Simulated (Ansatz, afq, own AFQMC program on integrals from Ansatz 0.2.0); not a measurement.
AFQMC on a folder of integrals that Ansatz 0.2.0 wrote.

```yaml
crystal:
  periodic: [false, false, false]
  atoms:
    - {symbol: C, position_ang: [-1.194371, -2.421875, -0.678736]}
    - {symbol: C, position_ang: [-0.312207, -1.377186, -0.003048]}
    - {symbol: Al, position_ang: [-0.645689, 0.552700, -0.341345]}
    - {symbol: C, position_ang: [0.534404, 1.877960, 0.561629]}
    - {symbol: C, position_ang: [1.813470, 1.325511, 1.191756]}
    - {symbol: H, position_ang: [-2.255492, -2.296410, -0.409166]}
    - {symbol: H, position_ang: [-1.139612, -2.353336, -1.777244]}
    - {symbol: H, position_ang: [-0.911514, -3.452616, -0.405430]}
    - {symbol: H, position_ang: [0.754623, -1.538892, -0.256999]}
    - {symbol: H, position_ang: [-0.350596, -1.485437, 1.099876]}
    - {symbol: H, position_ang: [0.765193, 2.687416, -0.154839]}
    - {symbol: H, position_ang: [-0.095286, 2.369021, 1.329905]}
    - {symbol: H, position_ang: [2.481424, 0.873482, 0.440279]}
    - {symbol: H, position_ang: [1.601383, 0.542021, 1.937366]}
    - {symbol: H, position_ang: [2.397871, 2.107841, 1.706397]}
basis:
  gaussian: {orbitals: def2-SVP}
magnetization: {spin_polarized: true, initial_magnetization: 1}
correlation: {method: ccsd_t, electrons: outside_noble_gas, hamiltonian_folder: ham}
```

```sh
$ ansatz run in.yaml --threads 1 --pin off --events-out ev --progress --plain --max-ram 16896MiB --backend cuda --devices 0, --max-vram 18GiB
```

afq runs on the folder ham with

```
--method phaseless --trial cisd --walkers 600 --populations 10 --least-time 60 --time-step 0.005 --steps-per-block 50 --equilibration-blocks 28 --max-blocks 4000 --target-error 0.00032 --factor-cut 1e-05 --start spin_pure --seed 8399 --release-times 0.21,0.42,0.63,0.9 --release-step 0.03 --release-every 5 --taylor-order 6
```

Times are imaginary, in 1/Eh. The walk had a cap of 237 s. With eight or more populations the least sampling time is a fifth of least-time, and the error comes from their spread.

Output of the walk:

```
orbitals 115  electrons 15 14  factors 991 of 1270
reference energy -398.98608433 Eh
CCSD correlation -0.69648721 Eh in 12 cycles, weight of the determinant in the CISD state 0.7736
energy of the start -399.682260 Eh
 block  time / (1/Eh)  mean weight  energy / Eh
     1     0.250  0.9993  -399.652128
     2     0.500  0.9985  -399.663880
     3     0.750  1.0002  -399.677701
     4     1.000  1.0001  -399.688124
     5     1.250  0.9998  -399.695119
     8     2.000  1.0006  -399.707837
    11     2.750  1.0004  -399.700404
    17     4.250  1.0001  -399.702969
    23     5.750  0.9985  -399.704099
    29     7.250  1.0006  -399.700749
    35     8.750  0.9993  -399.704830
    41    10.250  0.9987  -399.704981
    45    11.250  1.0006  -399.711041
    47    11.750  0.9992  -399.709063
    53    13.250  1.0005  -399.702906
    59    14.750  1.0009  -399.705072
    65    16.250  1.0004  -399.702534
    71    17.750  0.9993  -399.699879
    77    19.250  1.0006  -399.703705
    81    20.250  0.9999  -399.695464
    83    20.750  0.9994  -399.698496
    87    21.750  1.0016  -399.704064
error from the spread of 10 populations
released: time / (1/Eh)  energy / Eh  error  mean overlap
  0.21  -399.705097  0.001078  0.9969
  0.42  -399.705160  0.000964  0.9993
  0.63  -399.705323  0.000721  0.9998
  0.90  -399.705573  0.001613  1.0123
energy -399.703968 +/- 0.000776 Eh
(rows thinned)
```

The run passed its tests (sampling time, drift between the halves within three errors, error under three times the target), which doesn't prove that it has relaxed, ending at its cap on processor time. The second half of the sampling lies above the first by 2.2 errors of their difference, so the energy may still be moving and its error bar be too small.

Against this walk (error 21.1 meV) on the same determinant: CCSD(T) 18.4 meV higher (within the noise). The error is statistical and leaves out the bias of the constraint. Released to 0.63 1/Eh the energy moves by -37 ± 29 meV (both errors), within twice the noise.

Cautions: constraint bias not in the error; error above the target (21.1 against 8.7 meV).

The walk took 4 min on 1 × NVIDIA H100 80GB HBM3 with 2 threads of AMD EPYC 7R13 Processor (Zen 3), with other jobs on the host (the card was shared). The log's last line is the phaseless energy.
